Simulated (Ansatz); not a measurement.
# AlCP (quintet): wave-function methods side by side, cc-pVTZ

An exercise on one series of results from a longer session: the logs are not shown, and one member is left open.

Computed with Ansatz 0.2.0, Gaussian basis. Level: cc-pVTZ, core rule «outside noble gas», up to 11 orbitals frozen.

Plan: UHF; CCSD(T) on ROHF; CCSD(T) on UHF; BCCD(T) on ROHF; CCSDT(Q) on ROHF; CCSDT(Q) on UHF; CASSCF and NEVPT2, 12 electrons in 12 orbitals.

6 further runs of the same task are left out: 2 for a known fault of the program, 4 set aside as unsound or not needed.

## The system

The geometry is a PBE0/def2-TZVP stationary point (not a proven minimum) of the parent state, kept for this charge and spin.

3 atoms, charge 0, spin multiplicity 5.

Atoms are counted from 1 here; the program's logs count them from 0.

Bond lengths: Al1–C2 1.848 Å, C2–P3 1.569 Å. Angles: Al1–C2–P3 180.0°.

Set-up of the first run:

Input file in.yaml:

```yaml
crystal:
  periodic: [false, false, false]
  atoms:
    - {symbol: Al, position_ang: [0.000000, 0.000000, 1.754767]}
    - {symbol: C, position_ang: [0.000000, 0.000000, -0.092933]}
    - {symbol: P, position_ang: [0.000000, 0.000000, -1.661833]}
basis:
  gaussian: {orbitals: cc-pVTZ}
magnetization: {spin_polarized: true, initial_magnetization: 4}
hamiltonian: {xc: hf}
output: {orbitals: {seedname: orbitals}}
```

Command:

```
> ansatz run in.yaml --threads 1 --pin off --events-out ev --progress --plain --max-ram 2816MiB --backend cpu
```

Steps of the session up to this table: UHF; CCSD(T) on ROHF; CCSD(T) on UHF; BCCD(T) on ROHF; CCSDT(Q) on ROHF; CCSDT(Q) on UHF; CASSCF and NEVPT2, 12 electrons in 12 orbitals.

One table of the session follows, with a row left open; its other results are not shown here.

It belongs to the step «Misses and costs». 

```
        method  from RCCSDT(Q) (meV)
          ROHF               +9176.7
           UHF               +8847.1
          RMP2               +1577.4
          UMP2                     ?
         RCCSD                +682.8
         UCCSD                +661.3
      RCCSD(T)                +141.6
      UCCSD(T)                +144.0
       BCCD(T)                +126.1
        RCCSDT                 +61.8
        UCCSDT                 +57.0
     RCCSDT(Q)                     0
     UCCSDT(Q)                  -4.5
CASSCF valence               +6429.0
NEVPT2 valence               +1467.6
```

Estimate the missing values for UMP2.

The run gave: from RCCSDT(Q) (meV): +1764.9. In the column «from RCCSDT(Q) (meV)» it lies between RMP2 (+1577.4) and CASSCF valence (+6429.0).

To keep in mind: Warnings: spin contamination; large T1 diagnostic. Restricted and unrestricted rows rest on different reference determinants; where their highest levels disagree by more than a few hundredths of an eV, they describe different states and don't form one ladder.
